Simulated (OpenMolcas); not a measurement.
# H3NO (hydroxylamine) at 6 levels

We compute a comparison of 6 runs (PBE/STO-3G, SVWN5/STO-3G, UB3LYP/STO-3G, r2SCAN/STO-3G, MP2/STO-3G, CISD/STO-3G) of H3NO (hydroxylamine). 

Program for the calculation: OpenMolcas 26.06.

3 further runs of the same task are left out: 1 for a known fault of the program, 2 set aside as unsound or not needed.

### Step 1. Starting point

The species is H3NO (5 atoms), meant as a singlet with charge 0. As SMILES, `NO`. The N1–H3 distance was set to 1.529 Å, away from the relaxed value. At this shape a bond of the SMILES string is far longer than usual.

Bond lengths: N1–O2 1.432 Å, N1–H4 1.020 Å, O2–H5 0.966 Å. Angles: N1–O2–H5 105.0°, O2–N1–H4 105.6°. A long bond or contact: N1–H3 1.529 Å.

### Step 2. A single-point energy at PBE/STO-3G (run 1)

The input, test.input:

```
&GATEWAY
BASLIB = $CurrDir
BASISSET
N.STO-3G....
N1 -0.187480 0.053433 -0.602026 angstrom
End of Basis
BASISSET
O.STO-3G....
O2 0.363160 1.094123 0.212654 angstrom
End of Basis
BASISSET
H.STO-3G....
H3 -0.161770 -1.206140 0.265260 angstrom
H4 -1.165260 0.305563 -0.743726 angstrom
H5 1.117070 1.432503 -0.288576 angstrom
End of Basis
&SEWARD
GRIDINPUT
Grid=UltraFine
End of Grid
&SCF
KSDFT = PBE
THRESHOLDS = 1e-10 1e-07 1e-07 1e-05
PRORBITALS = 1 1
```

The basis set STO-3G is read from a file made from the Basis Set Exchange's data (not shown).

The run is started by

```
export MOLCAS_MEM=1860
pymolcas test.input > test.log
```

What it wrote:

```text
--- Start Module: gateway ---
[...]
--- Stop Module: gateway /rc=_RC_ALL_IS_WELL_ ---
--- Start Module: seward ---
[...]
      Basis functions           13
--- Stop Module: seward /rc=_RC_ALL_IS_WELL_ ---
[...]
--- Start Module: scf ---
[...]
       Convergence after  14 Iterations
[...]
::    Total KS-DFT energy                            -129.6977809943
[...]
      Total spin, S                                     0.0000000000
[...]
      Total electronic charge=   18.000000
      Total            charge=   -0.000000
[...]
      Dipole Moment (debye):
      Origin of the operator (angstrom)=    0.0900    0.5689   -0.1757
                   X= -1.7320E-01               Y=  5.1513E-01               Z= -9.2548E-02           Total=  5.5130E-01
      Quadrupole Moment (debye*angstrom):
[...]
--- Stop Module: scf /rc=_RC_ALL_IS_WELL_ ---
[...]
```

It took 8.4 s on 1 thread of Intel Xeon Platinum 8488C (Sapphire Rapids), shared host; peak memory 0.37 GiB.

### Step 3. The energy at SVWN5/STO-3G (run 2)

The input, test.inp:

```
* H3NO Kohn-Sham DFT

&GATEWAY
  BasLib = $CurrDir
  BasisSet
  N.STO-3G....
  N1 -0.187480 0.053433 -0.602026 angstrom
  End of Basis
  BasisSet
  O.STO-3G....
  O2 0.363160 1.094123 0.212654 angstrom
  End of Basis
  BasisSet
  H.STO-3G....
  H3 -0.161770 -1.206140 0.265260 angstrom
  H4 -1.165260 0.305563 -0.743726 angstrom
  H5 1.117070 1.432503 -0.288576 angstrom
  End of Basis

&SEWARD
  GridInput
  Grid=UltraFine
  End of Grid

&SCF
  KSDFT = SVWN5
  Thresholds = 1e-10 1e-07 1e-07 1e-05
  PrOrbitals = 1 1
```

The basis set STO-3G is read from a file made from the Basis Set Exchange's data (not shown).

The run is started by

```
export MOLCAS_MEM=1860
pymolcas test.inp > test.log
```

What it wrote:

```text
--- Start Module: gateway ---
[...]
--- Stop Module: gateway /rc=_RC_ALL_IS_WELL_ ---
--- Start Module: seward ---
[...]
      Basis functions           13
--- Stop Module: seward /rc=_RC_ALL_IS_WELL_ ---
[...]
--- Start Module: scf ---
[...]
       Convergence after  14 Iterations
[...]
::    Total KS-DFT energy                            -128.8120715134
[...]
      Total spin, S                                     0.0000000000
[...]
      Total electronic charge=   18.000000
      Total            charge=   -0.000000
[...]
      Dipole Moment (debye):
      Origin of the operator (angstrom)=    0.0900    0.5689   -0.1757
                   X= -1.8602E-01               Y=  4.3271E-01               Z= -6.4963E-02           Total=  4.7546E-01
      Quadrupole Moment (debye*angstrom):
[...]
--- Stop Module: scf /rc=_RC_ALL_IS_WELL_ ---
[...]
```

Wall time 6.9 s (1 thread of Intel Xeon Platinum 8488C (Sapphire Rapids), shared host); peak memory 0.37 GiB.

Runs 3 to 4 aren't shown in full; the table further down has their settings and results.

### Step 4. A single-point energy at MP2/STO-3G (run 5)

test.inp, as its differences from that of step 3:

```diff
@@ -1,3 +1 @@
-* H3NO Kohn-Sham DFT
-
 &GATEWAY
@@ -20,9 +18,8 @@
 &SEWARD
-  GridInput
-  Grid=UltraFine
-  End of Grid
 
 &SCF
-  KSDFT = SVWN5
   Thresholds = 1e-10 1e-07 1e-07 1e-05
   PrOrbitals = 1 1
+
+&MBPT2
+  Frozen = 2
```

The basis set STO-3G is read from a file made from the Basis Set Exchange's data (not shown).

The run is started by

```
export MOLCAS_MEM=1860
pymolcas test.inp > test.log
```

What it wrote:

```text
--- Start Module: gateway ---
[...]
--- Stop Module: gateway /rc=_RC_ALL_IS_WELL_ ---
[...]
      Basis functions           13
[...]
--- Start Module: scf ---
[...]
       Convergence after  12 Iterations
[...]
::    Total SCF energy                               -129.1474592598
[...]
      Total spin, S                                     0.0000000000
[...]
      Total electronic charge=   18.000000
      Total            charge=   -0.000000
[...]
      Dipole Moment (debye):
      Origin of the operator (angstrom)=    0.0900    0.5689   -0.1757
                   X= -2.7404E-01               Y=  3.7457E-02               Z= -1.1994E-01           Total=  3.0148E-01
      Quadrupole Moment (debye*angstrom):
[...]
--- Stop Module: scf /rc=_RC_ALL_IS_WELL_ ---
[...]
--- Start Module: mbpt2 ---
[...]
WARNING!
Default frozen orbitals as non valence orbitals is overwritten by user input.
Default values:   2
[...]
       Reference weight ( Cref**2 )         =        0.94868
::    Total MBPT2 energy                             -129.2558709835
[...]
      Total MBPT2 calculations                           0.06      0.07
--- Stop Module: mbpt2 /rc=_RC_ALL_IS_WELL_ ---
[...]
```

Wall time 3.6 s (1 thread of Intel Xeon Platinum 8488C (Sapphire Rapids), shared host); peak memory 0.37 GiB.

### Step 5. The energy at CISD/STO-3G (run 6)

The input, test.inp:

```
&GATEWAY
 BASLIB = $CurrDir
 BASISSET
 N.STO-3G....
 N1 -0.187480 0.053433 -0.602026 angstrom
 End of Basis
 BASISSET
 O.STO-3G....
 O2 0.363160 1.094123 0.212654 angstrom
 End of Basis
 BASISSET
 H.STO-3G....
 H3 -0.161770 -1.206140 0.265260 angstrom
 H4 -1.165260 0.305563 -0.743726 angstrom
 H5 1.117070 1.432503 -0.288576 angstrom
 End of Basis

&SEWARD

&SCF
 THRESHOLDS = 1e-10 1e-07 1e-07 1e-05
 PRORBITALS = 1 1

&MOTRA
 FROZEN = 2

&GUGA
 ELECTRONS = 14
 SPIN = 1
 INACTIVE = 7
 ACTIVE = 0
 CIALL = 1

&CPF
 SDCI
```

The basis set STO-3G is read from a file made from the Basis Set Exchange's data (not shown).

The run is started by

```
export MOLCAS_MEM=1860
pymolcas test.inp > test.log
```

What it wrote:

```text
--- Start Module: gateway ---
[...]
--- Stop Module: gateway /rc=_RC_ALL_IS_WELL_ ---
[...]
      Basis functions           13
[...]
       Convergence after  12 Iterations
[...]
::    Total SCF energy                               -129.1474592598
[...]
      Total spin, S                                     0.0000000000
[...]
      *** WARNING: Default frozen orbitals is overwritten by user input.
      *** Default values:   2
[...]
--- Start Module: guga ---
[...]
--- Stop Module: guga /rc=_RC_ALL_IS_WELL_ ---
--- Start Module: cpf ---
[...]
      Active orbitals                            0       0
[...]
      Spin quantum number                      0.0
[...]
     FINAL CI ENERGY          -129.29112343
     FINAL CORRELATION ENERGY   -0.14366417  REFERENCE ENERGY    -129.14745926
[...]
     REL. CI ENERGY           -129.29112343
[...]
      Total electronic charge=   18.000000
      Total            charge=   -0.000000
[...]
      Dipole Moment (debye):
      Origin of the operator (angstrom)=    0.0900    0.5689   -0.1757
                   X= -2.5086E-01               Y=  3.2892E-01               Z= -1.3487E-01           Total=  4.3509E-01
      Quadrupole Moment (debye*angstrom):
[...]
--- Stop Module: cpf /rc=_RC_ALL_IS_WELL_ ---
[...]
```

Wall time 3.3 s (1 thread of Intel Xeon Platinum 8488C (Sapphire Rapids), shared host); peak memory 0.37 GiB.

### Step 6. All runs side by side

```csv
run,level,scramble,integration grid,energy (Eh),dipole moment (D) of the reference,HOMO energy (eV),LUMO energy (eV),wall time
1,PBE/STO-3G,–,UltraFine,-129.697781,0.55,-2.17,2.01,8.4 s
2,SVWN5/STO-3G,–,UltraFine,-128.812072,0.48,-1.86,2.27,6.9 s
3,UB3LYP/STO-3G,0.25,UltraFine,-129.834329,0.44,-3.80,2.80,12 s
4,r2SCAN/STO-3G,–,UltraFine,-129.789288,0.50,-2.68,2.11,8.1 s
5,MP2/STO-3G,–,–,-129.255871,0.30,-8.59,8.11,3.6 s
6,CISD/STO-3G,–,–,-129.291123,0.30,-8.59,8.11,3.3 s
```

### Step 7. Outcome

| quantity | value |
| --- | --- |
| run 6: total energy | -129.29112 Eh |
| run 6: dipole moment (mean-field density) | 0.30 D |
| run 6: HOMO energy (Hartree–Fock orbitals) | -8.59 eV |
| run 6: LUMO energy (Hartree–Fock orbitals) | 8.11 eV |
| run 6: HOMO–LUMO gap (Hartree–Fock orbitals) | 16.70 eV |
| run 6: correlation energy (2 core orbitals frozen) | -143.7 mEh |

**Reading.** Over runs 1, 2, 3, 4 the dipole moment (its size) runs from 0.44 D (UB3LYP/STO-3G) to 0.55 D (PBE/STO-3G). Over runs 1, 2, 3, 4 the HOMO–LUMO gap runs from 4.13 eV (SVWN5/STO-3G) to 6.60 eV (UB3LYP/STO-3G). Totals of different functionals can't be ranked against each other. In runs 1, 2, 3, 4, 5, 6 the basis is minimal, so the values are rough. All runs together took 42 s, the longest 12 s.
